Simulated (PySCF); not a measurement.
Geometries of 3 isomers of C2H3NO2, from PySCF, PBE0-D3(BJ)/def2-SVP geometry optimisation, gas phase. One conformer each, no zero-point energy, no frequencies.

Question: Which is lowest in electronic energy at this level?
A.
```xyz
8
angstrom
N     -0.911    0.780   -0.454
C     -0.700   -0.243    0.239
O      0.522   -0.816    0.448
C      1.707   -0.334   -0.022
O      1.894    0.646   -0.660
H     -1.910    0.992   -0.447
H     -1.442   -0.849    0.785
H      2.492   -1.044    0.317
```
B.
```xyz
8
angstrom
N     -1.824    0.229    0.425
C     -0.866   -0.288   -0.216
C      0.565    0.100    0.043
O      0.891    0.921    0.860
O      1.416   -0.565   -0.734
H     -1.435    0.907    1.098
H     -1.048   -1.045   -0.993
H      2.310   -0.259   -0.511
```
C.
```xyz
8
angstrom
O     -1.440   -1.319    0.365
C     -1.226   -0.164    0.148
N      0.018    0.417   -0.070
C      1.260   -0.209   -0.071
O      1.465   -1.373    0.107
H     -2.032    0.610    0.094
H      0.022    1.418   -0.234
H      2.072    0.534   -0.267
```

Answer: C. That is `O=CNC=O` (formimide), 7.3 kcal/mol below the next.

```
        SMILES               atoms numbered as above      E (Eh)  relative (kcal/mol)  relative (kJ/mol)  dipole (D)
       O=CNC=O        [O:1]=[CH:2][NH:3][CH:4]=[O:5]  -282.70187                  0.0                0.0        5.46
[H]/N=C\C(=O)O  [H]/[N:1]=[CH:2]\[C:3](=[O:4])[OH:5]  -282.69031                  7.3               30.3        2.38
  [H]/N=C/OC=O    [H]/[N:1]=[CH:2]/[O:3][CH:4]=[O:5]  -282.67145                 19.1               79.9        3.24
```

As drawn, the lowest has a C(=O)–N unit, which the highest lacks; the highest has a C=N bond and a C(=O)–O unit, which the lowest lacks.
